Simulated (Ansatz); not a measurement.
## How far each method lies from full CI for AlH$_{3}$, triplet

Geometry: a point of a stretch scan, not a stationary point.

```xyz
4

Al    0.0000    0.1173   -0.0761
H     0.0000   -2.6051   -1.3149
H     0.4207   -0.2669    1.6765
H    -0.4207   -0.2669    1.6765
```

Basis cc-pVDZ; Ansatz 0.2.0. Correlated methods freeze the noble-gas cores, which leaves 6 electrons in 28 orbitals. R marks a restricted (for open shells ROHF) determinant, U an unrestricted one. Active spaces: pair = (4e, 4o) about the gap; valence = (6e, 7o) chosen from the atoms' valence shells.

Full CI is exact within this basis and frozen core; it isn't the basis-set limit. The frozen core follows each run's orbitals, which can shift R against U totals by a few meV.

Unrestricted rows (U) aren't spin-pure: their determinants' ⟨S²⟩ exceeds S(S+1) by up to 0.12, so they mix in states of higher spin. For open shells CISD is restricted-active-space CI with the open shells as a complete middle space.

```
UHF ⟨S²⟩                          : 2.118
T1 diagnostic (RCCSD)             : 0.0308
largest doubles amplitude (RCCSD) : 0.113
T1 diagnostic (UCCSD)             : 0.0411
```

```
                   level  E − E(full CI) (kJ/mol)  share of correlation (%)  wall time
                     RHF                    256.4                      0.00          –
                     UHF                    242.6                      5.37          –
                    RMP2                     72.4                     71.76          –
                    UMP2                     76.4                     70.20          –
                    CISD                     16.3                     93.66     0.72 s
                   RCCSD                      7.6                     97.04          –
                   UCCSD                      7.4                     97.12          –
                RCCSD(T)                      2.2                     99.16      1.3 s
                UCCSD(T)                      2.2                     99.14      1.6 s
                 BCCD(T)                      2.1                     99.16      1.4 s
                  RCCSDT                      0.2                     99.93          –
                  UCCSDT                      0.2                     99.93          –
               RCCSDT(Q)                      0.0                     99.99      4.5 s
               UCCSDT(Q)                      0.0                     99.99      5.5 s
     CASSCF (pair space)                    211.8                     17.38          –
     NEVPT2 (pair space)                     63.1                     75.37     0.72 s
  CASSCF (valence space)                    131.4                     48.76          –
  NEVPT2 (valence space)                     43.6                     83.00      1.2 s
  MRCISD (valence space)                      7.1                     97.25          –
MRCISD+Q (valence space)                      2.3                     99.10      1.7 s
```

The correlation energy at full CI, counted from RHF, is -2.657 eV. That run took 26 s on 1 thread of Arm Neoverse V1, shared host over 5,365,800 determinants.

Times hold each run's SCF and search for its determinant on a shared host, so for small cases they say little of a method's own cost; they ran on 1 thread of Arm Neoverse V1.

The full-CI state has the irrep A'' of Cs, in the program's axes.

Natural occupations of full CI about the gap: 1.959 1.874 1.000 0.981 0.065 0.034 0.032 0.009 0.008 0.007; effectively unpaired electrons, Σ n²(2−n)², 2.09.
